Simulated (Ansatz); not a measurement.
# H7NSSi (built from SMILES N.[SiH3]S): a reaction path by the nudged elastic band

Aim: the minimum-energy path between two given structures and its highest point. Both ends were relaxed at PBE0-D4 in triple zeta. A second band with other settings follows.

The runs use Ansatz 0.2.0, Gaussian basis; PBE0-D4/def2-SVP.

22 further runs of the same task are left out: 22 set aside as unsound or not needed.

### 1 The starting structure

The first end: 10 atoms, charge 0, spin multiplicity 1.

Atoms are counted from 1 here; the program's logs count them from 0.

Bond lengths: Si1–S2 2.143 Å, Si1–H3 1.482 Å, Si1–H4 1.493 Å, Si1–H5 1.482 Å, S2–H8 1.343 Å, H6–N7 1.013 Å, N7–H9 1.013 Å, N7–H10 1.013 Å. Angles: S2–Si1–H3 113.4°, S2–Si1–H4 104.5°, S2–Si1–H5 113.4°, H3–Si1–H4 106.9°, H3–Si1–H5 111.0°, H4–Si1–H5 106.9°, Si1–S2–H8 94.7°, H6–N7–H9 107.8°, H6–N7–H10 107.6°, H9–N7–H10 107.8°.

Coordinates:

```tsv
atom	x (Å)	y (Å)	z (Å)
Si1	-0.4955	-0.8756	0.6780
S2	1.3537	0.0539	1.2354
H3	-0.4160	-1.6250	-0.5981
H4	-0.7513	-1.8773	1.7558
H5	-1.6458	0.0590	0.6754
H6	0.9410	0.8811	-1.8179
N7	0.0759	1.0549	-1.3207
H8	1.5099	-0.6755	2.3523
H9	-0.6815	1.0002	-1.9906
H10	0.1094	2.0042	-0.9694
```

The second end:

```mol
H7NSSi
  3D, bonds by distance, orders not assigned

 10  8  0  0  0  0  0  0  0  0999 V2000
   -1.2793   -0.5472   -0.0341 Si  0  0
    2.8876   -0.0273    0.5461 S   0  0
   -0.8069   -1.8164   -0.6391 H   0  0
   -1.0276   -0.5363    1.4294 H   0  0
   -2.7525   -0.4473   -0.2450 H   0  0
    1.6874    0.2954    0.0097 H   0  0
   -0.3467    0.7349   -0.7329 N   0  0
    2.3826   -0.0860    1.7873 H   0  0
   -0.2588    0.7585   -1.7382 H   0  0
   -0.4858    1.6716   -0.3831 H   0  0
  1  3  8  0
  1  4  8  0
  1  5  8  0
  1  7  8  0
  2  6  8  0
  2  8  8  0
  7  9  8  0
  7 10  8  0
M  END
```

### 2 The band at PBE0-D4/def2-SVP

The input, neb/in.yaml:

```yaml
crystal:
  periodic: [false, false, false]
  atoms:
    - {symbol: Si, position_ang: [-0.495540, -0.875554, 0.678045]}
    - {symbol: S, position_ang: [1.353743, 0.053887, 1.235368]}
    - {symbol: H, position_ang: [-0.416035, -1.625032, -0.598109]}
    - {symbol: H, position_ang: [-0.751270, -1.877333, 1.755784]}
    - {symbol: H, position_ang: [-1.645832, 0.059015, 0.675370]}
    - {symbol: H, position_ang: [0.941018, 0.881083, -1.817907]}
    - {symbol: N, position_ang: [0.075908, 1.054912, -1.320742]}
    - {symbol: H, position_ang: [1.509950, -0.675483, 2.352274]}
    - {symbol: H, position_ang: [-0.681452, 1.000194, -1.990605]}
    - {symbol: H, position_ang: [0.109411, 2.004212, -0.969379]}
basis:
  gaussian: {orbitals: def2-SVP}
hamiltonian: {xc: pbe0, dispersion: d4}
neb:
  images: 5
  climbing: true
  max_iterations: 40
  initial_path: idpp
  final_atoms:
    - {symbol: Si, position_ang: [-1.279279, -0.547237, -0.034065]}
    - {symbol: S, position_ang: [2.887590, -0.027301, 0.546110]}
    - {symbol: H, position_ang: [-0.806896, -1.816409, -0.639096]}
    - {symbol: H, position_ang: [-1.027615, -0.536321, 1.429363]}
    - {symbol: H, position_ang: [-2.752510, -0.447291, -0.245020]}
    - {symbol: H, position_ang: [1.687397, 0.295382, 0.009728]}
    - {symbol: N, position_ang: [-0.346732, 0.734897, -0.732885]}
    - {symbol: H, position_ang: [2.382585, -0.085962, 1.787341]}
    - {symbol: H, position_ang: [-0.258813, 0.758521, -1.738228]}
    - {symbol: H, position_ang: [-0.485829, 1.671622, -0.383149]}
```

On the command line:

```
$ ansatz run in.yaml --threads 4 --pin off --events-out ev --progress --plain --max-ram 9574MiB
```

Output, cut to the lines that bear on the results:

```text
Functional definition: PBE0
  name "PBE0"
  cite "Adamo & Barone, J. Chem. Phys. 110, 6158 (1999) doi:10.1063/1.478522"
  cite "Perdew, Burke & Ernzerhof, Phys. Rev. Lett. 77, 3865 (1996) doi:10.1103/PhysRevLett.77.3865"
  parent pbe
[...]
896 factors; integrals over basis functions are off by at most 3.9e-4 eV
[...]
mean field -20301.58665604 eV, -746.0695486999 hartree, gradient 2.6e-5 eV, S^2 0.000000; 0 other end points of the search recorded, 0 dependent functions left out
[...]
reference -20301.58668284 eV, -746.0695496847 hartree; 22, 22 occupied and 63, 63 virtual orbitals, 896 factors
[... from here to the last solve, the lines of the solves are left out (114 solves) ...]
WARN: NEB end point (image 0): max|allowed force component| = 3.276e-1 eV/Å (the criterion of neb.relax_end_points is 1.000e-2). That is over neb.f_tol: it is no minimum, so the barrier can be far off. Relax it first
WARN: NEB end point (image 6): max|allowed force component| = 2.760e-1 eV/Å (the criterion of neb.relax_end_points is 1.000e-2). That is over neb.f_tol: it is no minimum, so the barrier can be far off. Relax it first
NEB iter   1: max|band force component| = 4.738e0 eV/Å  barrier→ = 4.6952 eV  barrier← = 4.4316 eV  Δτ_max = 0.2000 Å  (175 SCF iters)
[...]
NEB iter   4: max|band force component| = 5.452e0 eV/Å  barrier→ = 1.5460 eV  barrier← = 1.2824 eV  Δτ_max = 0.2000 Å  (134 SCF iters)
[...]
NEB iter   7: max|band force component| = 5.028e-1 eV/Å  barrier→ = 1.0487 eV  barrier← = 0.7851 eV  CI = image 3  Δτ_max = 0.1011 Å  (135 SCF iters)
[...]
NEB iter  10: max|band force component| = 4.712e-1 eV/Å  barrier→ = 0.9667 eV  barrier← = 0.7031 eV  CI = image 3  Δτ_max = 0.1129 Å  (133 SCF iters)
[...]
NEB iter  13: max|band force component| = 4.174e-1 eV/Å  barrier→ = 0.9816 eV  barrier← = 0.7180 eV  CI = image 3  Δτ_max = 0.0156 Å  (122 SCF iters)
NEB iter  14: max|band force component| = 1.933e-1 eV/Å  barrier→ = 0.9799 eV  barrier← = 0.7162 eV  CI = image 3  Δτ_max = 0.0312 Å  (119 SCF iters)
[...]
NEB iter  15: max|band force component| = 4.551e-2 eV/Å  barrier→ = 0.9794 eV  barrier← = 0.7158 eV  CI = image 3  CI's point: of a kind that is not told: the force calls were inconclusive, a negative curvature could not be distinguished from the path's own, the only one lies far off the [...]
Total energy: -20300.76402666 eV, -746.0393176277 hartree
Atom 0 at    -0.843357    -0.615162     0.134226 Å, force     0.014453     0.011295     0.024402 eV/Å
Atom 1 at     1.979286    -0.896701     0.130271 Å, force     0.014048    -0.009233    -0.006132 eV/Å
Atom 2 at    -0.705745    -1.739554    -0.819488 Å, force    -0.008094     0.004830     0.001417 eV/Å
Atom 3 at    -0.664040    -0.776217     1.597344 Å, force    -0.019362     0.001239    -0.023077 eV/Å
Atom 4 at    -2.283338    -0.162195    -0.015693 Å, force     0.016177    -0.009320     0.003694 eV/Å
Atom 5 at     0.994342     0.578583    -0.468185 Å, force     0.009216    -0.001335    -0.024805 eV/Å
Atom 6 at    -0.067350     0.967651    -0.529072 Å, force    -0.035728     0.020428     0.042137 eV/Å
Atom 7 at     2.170534    -0.356184     1.354986 Å, force    -0.007400     0.000420    -0.002497 eV/Å
Atom 8 at    -0.376464     1.225919    -1.469793 Å, force     0.026043    -0.014685    -0.007920 eV/Å
Atom 9 at    -0.203967     1.773760     0.085504 Å, force    -0.009354    -0.003637    -0.007219 eV/Å
Dipole moment:    -0.721595     0.909235    -0.159795 e Å
```

Run time: 91 s. Hardware: 4 threads of Arm Neoverse V1, shared host.

The last band:

```tsv
image	path (Å)	energy (kJ/mol)	Si1–N7 (Å)	S2–H6 (Å)	Si1–S2 (Å)	H6–N7 (Å)
0	0.00	0.0	2.84	3.19	2.14	1.01
1	1.17	20.7	2.49	2.59	2.18	1.02
2	2.33	74.7	2.13	2.39	2.32	1.03
3	3.50	94.5	1.88	1.87	2.84	1.13
4	4.17	44.4	1.78	1.42	3.23	1.71
5	4.83	24.1	1.75	1.37	3.79	2.09
6	5.50	25.4	1.73	1.35	4.24	2.21
```

The highest image, 3:

```
Si   -0.8434   -0.6152    0.1342
S     1.9793   -0.8967    0.1303
H    -0.7057   -1.7396   -0.8195
H    -0.6640   -0.7762    1.5973
H    -2.2833   -0.1622   -0.0157
H     0.9943    0.5786   -0.4682
N    -0.0673    0.9677   -0.5291
H     2.1705   -0.3562    1.3550
H    -0.3765    1.2259   -1.4698
H    -0.2040    1.7738    0.0855
```

### 3 The band at BHLYP-D4/def2-SVPD, other settings

neb/in.yaml, as its differences from that of step 2:

```diff
@@ -14,9 +14,10 @@
 basis:
-  gaussian: {orbitals: def2-SVP}
-hamiltonian: {xc: pbe0, dispersion: d4}
+  gaussian: {orbitals: def2-SVPD}
+hamiltonian: {xc: {name: BHLYP}, dispersion: d4}
 neb:
-  images: 5
+  images: 7
   climbing: true
-  max_iterations: 40
+  max_iterations: 60
   initial_path: idpp
+  spring: 2.5
   final_atoms:
```

On the command line:

```
$ ansatz run in.yaml --threads 4 --pin off --events-out ev --progress --plain --max-ram 9574MiB
```

Output, cut to the lines that bear on the results:

```text
Functional definition: BHLYP
  name "BHLYP"
  cite "Becke, J. Chem. Phys. 98, 1372 (1993) doi:10.1063/1.464304"
  cite "Becke, Phys. Rev. A 38, 3098 (1988) doi:10.1103/PhysRevA.38.3098"
  cite "Lee, Yang & Parr, Phys. Rev. B 37, 785 (1988) doi:10.1103/PhysRevB.37.785"
[...]
1298 factors; integrals over basis functions are off by at most 3.1e-4 eV
[...]
mean field -20309.97367460 eV, -746.3777659470 hartree, gradient 2.1e-5 eV, S^2 0.000000; 0 other end points of the search recorded, 0 dependent functions left out
[...]
reference -20309.97387423 eV, -746.3777732831 hartree; 22, 22 occupied and 105, 105 virtual orbitals, 1298 factors
[... from here to the last solve, the lines of the solves are left out (393 solves) ...]
WARN: NEB end point (image 0): max|allowed force component| = 4.289e-1 eV/Å (the criterion of neb.relax_end_points is 1.000e-2). That is over neb.f_tol: it is no minimum, so the barrier can be far off. Relax it first
WARN: NEB end point (image 8): max|allowed force component| = 3.963e-1 eV/Å (the criterion of neb.relax_end_points is 1.000e-2). That is over neb.f_tol: it is no minimum, so the barrier can be far off. Relax it first
[...]
WARN: NEB: the barrier is in doubt: a point between two images lies 0.024 eV above every image. Check it with more images (neb.images), a lower neb.f_tol or relaxed end points
Total energy: -20309.10011816 eV, -746.3456633398 hartree
Atom 0 at    -0.875595    -0.603715     0.133989 Å, force     0.004517    -0.007570     0.012375 eV/Å
Atom 1 at     1.990356    -0.995139     0.083036 Å, force    -0.001638     0.002754    -0.004587 eV/Å
Atom 2 at    -0.743902    -1.674547    -0.855239 Å, force     0.008385     0.001955    -0.000077 eV/Å
Atom 3 at    -0.652464    -0.804435     1.566677 Å, force     0.003515     0.000319    -0.004749 eV/Å
Atom 4 at    -2.285195    -0.111345     0.011680 Å, force    -0.012319     0.004178    -0.001981 eV/Å
Atom 5 at     0.940939     0.677690    -0.493543 Å, force    -0.029097     0.016267    -0.009274 eV/Å
Atom 6 at    -0.076711     0.985893    -0.486969 Å, force    -0.027740     0.006189     0.006886 eV/Å
Atom 7 at     2.306121    -0.512907     1.296187 Å, force    -0.001044    -0.001866     0.001528 eV/Å
Atom 8 at    -0.400541     1.272838    -1.404169 Å, force     0.032796    -0.013282    -0.002402 eV/Å
Atom 9 at    -0.203108     1.765568     0.148451 Å, force     0.022625    -0.008944     0.002281 eV/Å
Dipole moment:    -1.020820     1.029593    -0.180128 e Å
```

It took 9.6 min on 4 threads of Arm Neoverse V1, shared host.

The last band:

```tsv
image	path (Å)	energy (kJ/mol)	Si1–N7 (Å)	S2–H6 (Å)	Si1–S2 (Å)	H6–N7 (Å)
0	0.00	0.0	2.84	3.19	2.14	1.01
1	0.82	1.3	2.98	2.96	2.17	1.01
2	1.65	28.6	2.77	2.75	2.18	1.01
3	2.47	80.4	2.37	2.64	2.25	1.01
4	3.29	95.8	2.02	2.51	2.38	1.01
5	4.12	106.7	1.88	2.06	2.89	1.06
6	4.82	56.9	1.78	1.42	3.19	1.70
7	5.53	19.7	1.74	1.35	3.79	2.19
8	6.23	18.6	1.73	1.35	4.24	2.21
```

The highest image, 5:

```
Si   -0.8756   -0.6037    0.1340
S     1.9904   -0.9951    0.0830
H    -0.7439   -1.6745   -0.8552
H    -0.6525   -0.8044    1.5667
H    -2.2852   -0.1113    0.0117
H     0.9409    0.6777   -0.4935
N    -0.0767    0.9859   -0.4870
H     2.3061   -0.5129    1.2962
H    -0.4005    1.2728   -1.4042
H    -0.2031    1.7656    0.1485
```

### 4 Summary of results

```
                                                                       quantity                                                  value
                                                PBE0-D4/def2-SVP, 15 iterations   highest 94.5 kJ/mol (image 3), last end +25.4 kJ/mol
                                              BHLYP-D4/def2-SVPD, 32 iterations  highest 106.7 kJ/mol (image 5), last end +18.6 kJ/mol
from earlier runs: barrier over the separately found saddle, CCSD(T)/def2-TZVPP                                           112.2 kJ/mol
```

In words: The highest image lies 94.5 kJ/mol above the first end, and it climbed, so it estimates the saddle. The ends are not quite minima at this level (largest force component 0.33 eV/Å), so the heights are unreliable: relaxing the first end would lower it and raise the barrier above it. The highest image is 17.8 kJ/mol below the CCSD(T) barrier in triple zeta, which comes from separate runs on the saddle. The second band's highest image lies at 106.7 kJ/mol; the levels differ.
